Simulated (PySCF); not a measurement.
Species: C2H7N, SMILES `CNC` (charge 0, multiplicity 1).

### Question
Predict the LUMO, HOMO and dipole moment from PBE-D3(BJ)/def2-TZVP // PBE0-D3(BJ)/def2-TZVP (PySCF 2.14.0).

### Answer

The LUMO comes out as 0.41 eV. The HOMO is -4.93 eV and the dipole moment is 0.90 D.
